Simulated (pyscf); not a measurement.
PySCF, gas phase, ωB97X-D3(BJ)/def2-SVP geometries. Correlated levels are frozen-core, on RHF or UHF. ΔMP2 is the change of the MP2 total energy from the triple- to the quadruple-zeta basis.

SMILES: [PH2][GeH2][PH2]
```xyz
9

P      0.0179     0.1248    -2.6900
Ge    -1.3512     0.3260    -0.8390
P     -1.1585     2.3177     0.3173
H      1.1799     0.5752    -1.9999
H     -0.3037     1.4195    -3.1899
H     -2.8101     0.1803    -1.3027
H     -1.0225    -0.8242     0.1272
H     -1.2344     3.1190    -0.8582
H      0.2659     2.2900     0.3216
```

**Question.** How much does it cost (ΔH, 298 K, CCSD(T)/def2-TZVPP + ΔMP2(QZVPP)) to split H₂P–GeH₂–PH₂ at its Ge–P bond into PH₂• + H₂P–GeH₂•?

**Answer.** Ge–P to PH₂• + H₂P–GeH₂•: 268.7 kJ/mol. Other isomers of H₂P–GeH₂• were not searched in full and may lie lower. The CCSD(T) − MP2 part came from Ansatz, without density fitting, on the same reference. The frozen core leaves the outer d or s,p core shells of the metals and heavy elements correlated in the MP2 and CC values, and def2-TZVPP describes them poorly, which can shift differences by a few kcal/mol. Elements up to Kr have no core potential and no relativistic terms here.
